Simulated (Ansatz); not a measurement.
This script makes the interaction energy of a dimer with the counterpoise correction of C₃H₄, SMILES C#CC with the Ansatz DFT code, driven from Python.

The script, `dimer_c3h4.py`:
```python
import ansatz as az

FIRST = [
    ("C", (-1.332, -0.6984, -0.7762)),
    ("C", (-0.4254, -0.1946, -0.2329)),
    ("C", (0.714, 0.3726, 0.4318)),
    ("H", (-2.1573, -1.0527, -1.2852)),
    ("H", (1.2566, 1.0917, -0.212)),
    ("H", (0.4537, 0.8936, 1.3687)),
    ("H", (1.4907, -0.4125, 0.7056)),
]
SECOND = [
    ("C", (-0.6092, 3.2581, 4.5036)),
    ("C", (-0.734, 2.1751, 4.0764)),
    ("C", (-0.8992, 0.8286, 3.606)),
    ("H", (-0.5175, 4.2459, 4.7894)),
    ("H", (-1.8041, 0.7147, 2.9781)),
    ("H", (-0.038, 0.4662, 3.0194)),
    ("H", (-1.0434, 0.0873, 4.457)),
]

def energy(atoms, ghosts=()):
    molecule = az.Crystal.molecule()
    for symbol, xyz in atoms:
        molecule = molecule.atom(symbol, xyz)
    calc = (
        molecule.calculation()
        .basis(gaussian="cc-pVDZ")
        .functional("PBE0")
    )
    deck = calc.input()
    if ghosts:
        deck = deck.set(az.key.basis.gaussian.ghost_atoms, [{"symbol": s, "position_ang": list(xyz)} for s, xyz in ghosts])
    return az.Session.from_dict(deck).plan().execute().report["free_energy_ev"]


def main() -> None:
    both = energy(FIRST + SECOND)
    alone = energy(FIRST) + energy(SECOND)
    ghosted = energy(FIRST, SECOND) + energy(SECOND, FIRST)
    print(f"dimer {both:.6f} eV")
    print(f"interaction, uncorrected   {(both - alone):8.3f} eV")
    print(f"interaction, counterpoise  {(both - ghosted):8.3f} eV")
    print(f"basis-set superposition    {(alone - ghosted):8.3f} eV")


if __name__ == "__main__":
    main()
```

How large is the interaction at this pose, and how much of it is basis-set superposition?

Uncorrected it is 0.060 eV, with the counterpoise correction 0.071 eV; the difference, 0.01 eV, is the superposition error. In this basis both values are repulsive.

The output:

```console
$ python dimer_c3h4.py
dimer -6340.334122 eV
interaction, uncorrected      0.060 eV
interaction, counterpoise     0.071 eV
basis-set superposition       0.011 eV
```

What to keep in mind:
- Total energies depend on the basis set; only differences at equal settings carry meaning.
- The dimer is a generated trial pose of unrelaxed monomers, not a minimum, so the figure is no binding energy, and the basis set is small.
- This level lacks the dispersion part of the attraction (electrostatics and induction are there), which can decide the sign where the interaction is weak.
- Hardware and time: 11 s on 1 thread of Arm Neoverse V2 (shared host), peak memory 0.29 GiB.

(Lines on the test bed's own set-up are left out of the output.)
